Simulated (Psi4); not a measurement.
Psi4 input (wB97X-D/6-31G*):

```
memory 1500 MB

molecule {
-1 1
O     0.67531939    0.08570826    1.21578690
C     0.06089834    0.12797473    0.10750752
C    -0.32763936    1.24106744   -0.61255944
C    -0.29036899   -1.24656785   -0.50134071
H    -0.90767409   -1.80678104    0.20937975
H    -0.85220183    1.15134108   -1.55652673
H    -0.11097141    2.23680331   -0.23962904
H     0.63084779   -1.82189023   -0.64414044
H    -0.81989546   -1.17998507   -1.45702293
symmetry c1
no_reorient
no_com
}

set {
  basis 6-31G*
  reference rks
  scf_type pk
  dft_radial_points 99
  dft_spherical_points 590
  e_convergence 1e-8
  d_convergence 1e-7
  maxiter 150
}

e = energy('wb97x-d')
print_out(f'\nFINAL {e:.10f} DIPOLE {variable("CURRENT DIPOLE")[0]:.6f} {variable("CURRENT DIPOLE")[1]:.6f} {variable("CURRENT DIPOLE")[2]:.6f}\n')
```

Question: Predict the final energy.

Answer: -192.46289 Eh.
